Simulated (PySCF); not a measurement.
propyne (C3H4), SMILES C#CC.

Coordinates come from a ωB97X-D3(BJ)/def2-TZVP optimisation.

Two levels are set side by side: TDA-PBE/def2-SVPD (PySCF) and TDA-CAM-B3LYP/def2-SVPD (PySCF). Vertical, same geometry. The lowest singlet is HOMO→LUMO 100 % with PBE and HOMO→LUMO+2 47 %, HOMO−1→LUMO+3 47 % with the other functional; states are paired by order. Differences are taken from unrounded values.

```
quantity                               TDA-CAM-B3LYP
-------------------------------------  -------------
lowest singlet excitation (eV)                  6.73
lowest triplet excitation (TDA) (eV)            5.52
first bright state (f over 0.05) (eV)           9.18
its oscillator strength                         0.07
```

Q: What does TDA-PBE give, and how far is it from TDA-CAM-B3LYP? (The exact figures need the calculation; the answer reports its results.)

A: 
```
quantity                               TDA-PBE  TDA-PBE minus TDA-CAM-B3LYP
-------------------------------------  -------  ---------------------------
lowest singlet excitation (eV)            6.72                        -0.01
lowest triplet excitation (TDA) (eV)      5.54                         0.02
first bright state (f over 0.05) (eV)     8.91                        -0.26
its oscillator strength                   0.31                         0.25
```

Rough cost on one machine, each run with all the roots and properties that it gave: TDA-CAM-B3LYP against TDA-PBE about 2 times.
